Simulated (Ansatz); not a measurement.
Crystal: Mg2O3, cubic X2O3 (oxygen-deficient fluorite) type, 10 atoms in the cell.

Space group Pn-3m, simple cubic cell, positions in fractions of the edge: Mg (0.25 0.25 0.25), (0.75 0.75 0.25), (0.75 0.25 0.75), (0.25 0.75 0.75); O (0.5 0 0), (0 0.5 0), (0 0 0.5), (0.5 0.5 0), (0.5 0 0.5), (0 0.5 0.5).

Method: PBE, plane waves, PAW datasets (generated soft set 1) in Ansatz.

Cutoff 420 eV; k-mesh 23×23×23 Γ-centred; Fermi–Dirac smearing of 0.0612 eV; no spin polarisation.

The fit to the energies gives V₀ = 11.354 Å³/atom (a₀ = 4.842 Å), B₀ = 113 GPa, B₀′ = 4.14.

**Question.** What pressure does the program print at V = 11.809 Å³/atom, and how far above the lowest computed point (V = 11.354 Å³/atom) does the energy lie?

**Answer.** -4.08 GPa and 5.99 meV/atom. All points:

```csv
V (Å³/atom),a (Å),E − E(min) (meV/atom),P (GPa)
10.673,4.7435,15.95,7.92
10.900,4.7769,6.84,5.00
11.127,4.8098,1.65,2.37
11.354,4.8423,0.00,-0.01
11.581,4.8744,1.55,-2.15
11.809,4.9060,5.99,-4.08
12.036,4.9373,13.02,-5.82
```

The published all-electron PBE values for this crystal (mean of FLEUR and WIEN2k, k-spacing 0.06 Å⁻¹; Bosoni et al., Nat. Rev. Phys. 6, 45 (2024)) are V₀ = 11.355 Å³/atom, B₀ = 112.2 GPa, B₀′ = 4.14.

The stress includes the program's correction for the finite plane-wave basis.

This cubic structure is a model: it isn't the usual form of the substance at ambient conditions, and such phases are metastable or hypothetical.
